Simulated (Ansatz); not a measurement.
**Worked example: correlation energy of [OH···H···H], doublet**

Geometry: a point of a hydrogen-transfer path between rigid fragments, not a stationary point.

```xyz
4

O    -0.1468   -0.0491    0.0000
H    -0.3961    0.8775    0.0000
H     0.9422   -0.0491    0.0000
H     1.7842   -0.0491    0.0000
```

Basis 6-31G; Ansatz 0.2.0. Only valence electrons are correlated (noble-gas cores frozen), which leaves 9 electrons in 14 orbitals. Prefix R: restricted or restricted open-shell reference; prefix U: unrestricted.

Full CI is exact within this basis and frozen core; it isn't the basis-set limit. The frozen core follows each run's orbitals, which can shift R against U totals by a few meV.

Runs differ by some tens of microhartree through their thresholds and, for an open shell, their frozen cores, so steps under 0.1 kcal/mol mean nothing.

```
    level  total energy (hartree)
      UHF              -76.439236
     UMP2              -76.567614
    UCCSD              -76.579965
 UCCSD(T)              -76.581352
   UCCSDT              -76.581517
UCCSDT(Q)              -76.581973
  UCCSDTQ              -76.581955
  full CI              -76.581968
```

Question: What is the correlation energy at full CI, and what share of it do UMP2 and UCCSD recover?

Answer: E(corr) = -76.581968 − (-76.439236) = -0.142732 hartree = -3.884 eV. UMP2: -0.128378 / -0.142732 = 89.94 %. UCCSD: -0.140729 / -0.142732 = 98.60 %.

Question: By how many kcal/mol does UCCSD(T) miss full CI (1 hartree = 627.509 kcal/mol), and which steps make up the rest?

Answer: -76.581352 − (-76.581968) = 0.000616 hartree = 0.39 kcal/mol. Steps: UCCSDT − UCCSD(T) = -0.10, UCCSDT(Q) − UCCSDT = -0.29, UCCSDTQ − UCCSDT(Q) = 0.01, full CI − UCCSDTQ = -0.01 kcal/mol. That is within 1 kcal/mol of the reference in this basis, which itself misses far more of the correlation at the basis-set limit.
